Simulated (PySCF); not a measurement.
**A search over the determinants of SiP**

Unrestricted PBE0; Si x2c-SVPall, P x2c-SVPall; spin-free X2C with a Gaussian nucleus (PySCF 2.14). Outer shells of the fragments: Si 3s2 3p2; P 3s2 3p3.

Followed along the bond (rough minima from three points):

| 2Ms+1 | unpaired | ⟨S²⟩ at the start | R at minimum (Å) | Te (eV) |
| --- | --- | --- | --- | --- |
| 2 | π ↑ | 0.76 | 2.08 | 0.00 |
| 2 | σ ↑ | 0.77 | 1.98 | 0.15 |
| 4 | π ↑↑↑ | 3.76 | none in the scan | ≤ 1.70 |
| 6 | σ ↑, π ↑↑↑↑ | 8.75 | none in the scan | ≤ 3.19 |

Solutions found at the starting distance of 2.180 Å, counted from the lowest of them; the search is not exhaustive and high or unbound solutions are not listed, so other states can lie among these:

| 2Ms+1 | unpaired | term | E (eV) | ⟨S²⟩ | ⟨Lz²⟩ | μ (D) |
| --- | --- | --- | --- | --- | --- | --- |
| 2 | π ↑ | ²Π | 0.00 | 0.76 | 1.01 | -1.01 |
| 2 | σ ↑ | ²Σ⁺ | 0.45 | 0.77 | 0.00 | -1.46 |
| 4 | π ↑↑↑ | ⁴Π | 1.78 | 3.76 | 1.01 | 0.45 |
| 4 | σ ↑, π ↑↑ | mixed | 1.96 | 3.76 | 2.01 | -0.69 |
| 2 | π ↑↑↓ | mixed | 2.18 | 1.76 | 3.02 | 0.46 |
| 2 | σ ↓, π ↑↑ | mixed | 2.41 | 1.78 | 2.01 | -0.51 |
| 4 | σ ↑, π ↑↑ | mixed | 2.49 | 3.76 | 2.00 | -0.95 |
| 2 | σ ↓, π ↑↑ | mixed | 2.95 | 1.77 | 2.01 | -0.79 |
| 6 | σ ↑, π ↑↑↑↑ | ⁶Σ⁺ | 3.45 | 8.75 | 0.00 | 0.87 |
| 2 | π ↑ | mixed | 3.57 | 0.75 | 3.01 | 0.52 |

A term symbol is given only where ⟨S²⟩ and ⟨Lz²⟩ are close to those of a pure state; real π, δ and φ orbitals otherwise mix terms. A positive dipole means Si(−)P(+).

Question: Compare the gap between the two lowest followed solutions at the starting distance with the gap between their minima.

Answer: At PBE0 the second solution (doublet, unpaired electrons σ ↑) lies +0.45 eV from the first (doublet, unpaired electrons π ↑) at 2.180 Å and +0.15 eV at the minima; the two curves relax by different amounts, since their minima lie near 1.98 and 2.08 Å.

Counting both spins, an empty level lies below a filled one in some of these solutions, because spin and occupation are held.
